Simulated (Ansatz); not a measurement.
The first iterations of a band of AlH5NSi (8 atoms, charge 0, multiplicity 2).

All numbers below come from UHF/6-31G* (Ansatz).

```yaml
movable_images: 9
climbing_image: yes
spring: 5.0 eV/Å²
optimiser: quadratic models (default)
start_path: through a guess of the saddle point
force_threshold: 0.05 eV/Å
iteration_limit: 60
end_points: relaxed
```

Image 0:

```xyz
8
Properties=species:S:1:pos:R:3
N -1.893 0.745 -1.007
Al -0.174 0.901 -0.624
Si 0.868 -0.790 0.846
H -2.692 0.442 -1.520
H 0.566 2.184 -1.184
H 1.560 -0.157 1.993
H 1.885 -1.575 0.105
H -0.120 -1.749 1.391
```

Image 10:

```xyz
8
Properties=species:S:1:pos:R:3
N -1.791 0.571 -1.280
Al -0.172 0.889 -0.635
Si 0.870 -0.793 0.846
H -2.786 0.606 -1.284
H 0.555 2.193 -1.161
H 1.517 -0.142 2.010
H 1.921 -1.557 0.134
H -0.114 -1.767 1.370
```

| iteration | highest image above the first end (eV) | largest band force component (eV/Å) |
| --- | --- | --- |
| 1 | 4.065 | 14.266 |
| 2 | 2.980 | 2.614 |
| 3 | 2.199 | 5.284 |
| 4 | 1.854 | 4.060 |
| 5 | 1.139 | 4.153 |
| 6 | 0.955 | 6.029 |
| 7 | 0.530 | 1.768 |

Task: Does the band converge within its limit, and where does its top end?

Result: The forces met the threshold. It ended after 23 iterations with the highest image 0.209 eV above the first end. A vibrational analysis at the climbing image gives one clearly imaginary mode, 555i cm⁻¹, and a faint second one (28i cm⁻¹) that may be numerical noise or a soft torsion: probably a first-order saddle point.

Run time: 5.4 min on 1 thread of Arm Neoverse V1, on a shared host, peak memory 0.16 GiB.
